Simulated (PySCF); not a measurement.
**Spin-Hamiltonian simulation**

Molecule: SMILES NC1CC1, C3H7N.

Geometry:
| atom | x (Å) | y (Å) | z (Å) |
| --- | --- | --- | --- |
| N1 | 1.355 | 0.472 | 0.783 |
| C2 | 0.352 | 0.454 | -0.237 |
| C3 | -1.082 | 0.286 | 0.138 |
| C4 | -0.389 | -0.790 | -0.658 |
| H5 | 1.047 | -0.048 | 1.601 |
| H6 | 2.206 | 0.019 | 0.454 |
| H7 | 0.552 | 1.178 | -1.036 |
| H8 | -1.836 | 0.906 | -0.354 |
| H9 | -1.305 | 0.076 | 1.189 |
| H10 | -0.660 | -0.918 | -1.710 |
| H11 | -0.142 | -1.721 | -0.139 |

Computational details: J couplings at B3LYP/pcJ-1 (spin–dipole term only in couplings to heteroatoms), PBE0-D3(BJ)/def2-SVP structure, shielding tensors at PBE0/pcSseg-1 (GIAO), in PySCF (fast rotation and ring inversion assumed for equivalent nuclei, one conformer, no solvent model, non-relativistic).

References, each an isolated molecule treated in the same way: 1H vs TMS.

Shifts (ppm): H7 2.03, H8/H10 0.51, H9/H11 -0.08.
Couplings (Hz): H7–H8, H7–H10: 8.1; H7–H9, H7–H11: 4.4; H8–H9, H10–H11: -6.0; H8–H10: 10.9; H8–H11, H9–H10: 6.9; H9–H11: 11.5.

The 5-spin Hamiltonian (Zeeman plus full scalar coupling among like nuclei) was diagonalised exactly; lines are Lorentzian, 1.0 Hz wide, and the maxima above 3 % are listed with the tallest set to 100.

Q: Give the 1H peak list of this spin system at 60 MHz.

A: 
```csv
Hz,ppm,height
134.7,2.245,13
130.2,2.171,25
126.4,2.107,29
122.3,2.038,46
119.0,1.983,25
118.2,1.971,27
117.5,1.958,24
114.2,1.903,38
109.8,1.830,21
41.9,0.698,19
37.7,0.628,32
36.3,0.605,42
34.5,0.574,100
32.6,0.544,47
29.4,0.490,50
28.9,0.482,48
27.9,0.465,48
27.0,0.449,69
25.7,0.428,47
24.9,0.415,43
21.1,0.352,37
20.0,0.333,21
14.2,0.237,16
12.1,0.202,15
4.9,0.082,18
2.7,0.045,44
-1.2,-0.019,63
-2.4,-0.039,90
-2.9,-0.048,90
-4.4,-0.073,52
-5.5,-0.091,64
-6.6,-0.109,63
-7.4,-0.123,75
-8.7,-0.145,41
-10.4,-0.173,39
-14.3,-0.238,15
-15.1,-0.252,13
```

Q: And at 400 MHz?

A: 
δ in ppm (height): 2.061 (18), 2.050 (35), 2.041 (42), 2.030 (71), 2.019 (43), 2.010 (37), 1.999 (19), 0.536 (26), 0.524 (50), 0.521 (92), 0.519 (100), 0.516 (72), 0.504 (77), 0.501 (97), 0.499 (91), 0.496 (47), 0.485 (29), 0.460 (3), 0.440 (3), -0.014 (3), -0.026 (3), -0.059 (31), -0.070 (74), -0.074 (98), -0.076 (96), -0.079 (61), -0.081 (59), -0.085 (96), -0.087 (96), -0.090 (68), -0.102 (26)

Q: Among coupled protons with different shifts, which pair is furthest from first order, and how does the field change that?

A: H8 and H11: Δν/J is about 5.1 at 60 MHz (intermediate, with clear roofing) and 34.2 at 400 MHz (close to first order). J in Hz doesn't depend on the field, while Δν in Hz grows in proportion to it. The system also holds chemically equivalent protons that couple differently to a partner (AA′BB′ or AA′XX′ type), and that part stays second order at any field.

The OH or NH signal is concentration- and solvent-dependent in practice; the value given is the gas-phase one. Unscaled 3J(H,H) at this level run about 10 % above measured values.
